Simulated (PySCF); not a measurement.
Molecule: `O=C(F)C1CC1`, C₄H₅FO.

Atom-mapped SMILES (the numbers label the heavy atoms): `[O:1]=[C:2]([F:3])[CH:4]1[CH2:5][CH2:6]1` (H(Xn): hydrogen on atom n). Ha(C5), Ha(C6) are cis to C2 on the ring; Hb(C5), Hb(C6) are trans to C2 on the ring.

Geometry PBE0-D3(BJ)/def2-SVP throughout; GIAO in PySCF 2.14.0 with density-fitted response routines, gas phase, one conformer, non-relativistic; equivalent atoms averaged; functional PBE0.

Q: How do the shifts δ (against H2O, TMS, CFCl3 at the same level) depend on the basis set? (ppm; last column core-seconds on 1 thread of an Intel Xeon Platinum 8488C, shared host)

A: 
```tsv
basis set	functions	O1	C2	C4	C5/C6	F3	Hb(C5)/Hb(C6)	Ha(C5)/Ha(C6)	H(C4)	core-s
pcSseg-0	64	455.0	188.4	15.0	14.9	72.6	1.56	1.52	1.29	4.7
cc-pVDZ	109	378.6	164.2	13.7	13.2	56.6	0.84	0.98	1.12	8.9
aug-cc-pVDZ	183	365.6	166.5	12.6	12.7	45.5	1.00	1.20	1.54	19
cc-pVTZ	250	392.0	172.9	11.8	12.8	54.7	0.95	1.14	1.46	30
IGLO-III	260	394.5	176.6	12.5	13.1	51.3	0.98	1.19	1.52	32
```

Q: Which nucleus moves most, in ppm?

A: O1 (carbonyl oxygen): from 365.6 ppm with aug-cc-pVDZ to 455.0 ppm with pcSseg-0. The smallest spread is 0.41 ppm, at H(C4). Proton shifts span only some 12 ppm, so a few tenths of a ppm matter as much there as several ppm in carbon.

Q: Taking the largest basis, IGLO-III (260 functions), as the yardstick, rank the others by their worst heavy-atom deviation.

A: cc-pVTZ 3.7 ppm (250 functions), cc-pVDZ 15.9 ppm (109 functions), aug-cc-pVDZ 28.9 ppm (183 functions), pcSseg-0 60.5 ppm (64 functions).

A small basis that lands close on one nucleus may do so by chance; judge by the trend and by all nuclei.
